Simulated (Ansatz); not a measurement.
**A basis-limit estimate, worked out**

An elementary step of C2H6Cl, doublet (CH₃Cl ([CH3][Cl]) + CH₃ → CH₂Cl ([CH2][Cl]) + CH₄; H–C broken or loosened, H–C formed or tightened). “Start” and “end” are the PBE0-D4/def2-TZVP structures reached by relaxing down either side of its saddle point, with the molecules still in contact.

Program: Ansatz 0.2.0. Basis: def2-TZVPP and def2-QZVPP. Cores are frozen in the correlated methods; orbitals are unrestricted.

Energies in eV:

| quantity | end | start |
| --- | --- | --- |
| Hartree–Fock, triple zeta (X = 3) | -14659.38246 | -14659.29408 |
| Hartree–Fock, quadruple zeta (X = 4) | -14659.84646 | -14659.75572 |
| MP2 correlation, X = 3 | -14.60171 | -14.50675 |
| MP2 correlation, X = 4 | -15.73652 | -15.64859 |
| CCSD(T) correlation, X = 3 | -16.58247 | -16.46489 |

Question: Work out the step energy at the basis limit: extrapolate Hartree–Fock as E(X) = E∞ + A exp(−7.88 √X) and the MP2 correlation as E(X) = E∞ + B X^−2.97 (the exponents that Neese and Valeev fitted for def2-TZVPP and QZVPP), then add CCSD(T) − MP2 in triple zeta.

Answer: Each step is linear, so take the differences first (end − start): Hartree–Fock -0.08838 (X = 3) and -0.09074 (X = 4); MP2 correlation -0.09496 and -0.08793; CCSD(T) correlation -0.11758.
Two points give E∞ = E(4) + w [E(4) − E(3)], with w = 1/(exp(7.88 (2 − √3)) − 1) = 0.1377 for Hartree–Fock and w = 1/((4/3)^2.97 − 1) = 0.7407 for the correlation.
Hartree–Fock: -0.09074 + 0.1377 × (-0.00236) = -0.0911 eV.
MP2 correlation: -0.08793 + 0.7407 × 0.00703 = -0.0827 eV.
CCSD(T) − MP2: -0.11758 − (-0.09496) = -0.0226 eV.
Sum: -0.0911 + (-0.0827) + (-0.0226) = -0.1964 eV, or -4.53 kcal/mol. Plain CCSD(T) in triple zeta gives -0.2060 eV, so the larger basis shifts the result by 0.0096 eV.

T1 diagnostic: at most 0.014. ⟨S²⟩ of the unrestricted Hartree–Fock references: 0.76 to 0.79 (a pure state has 0.75).

Labels in which every atom is bracketed show which atoms are joined, not bond orders.

For scale, one of the runs: CCSD(T)/def2-TZVPP, 188 basis functions, launched by `ansatz run in.yaml --threads 4 --pin off --events-out ev --progress --plain --max-ram 9574MiB`. Hardware: 4 CPU threads of a Oxide Virtual Turin-like, shared host. Wall time 64 s; peak host memory 5.1 GiB.
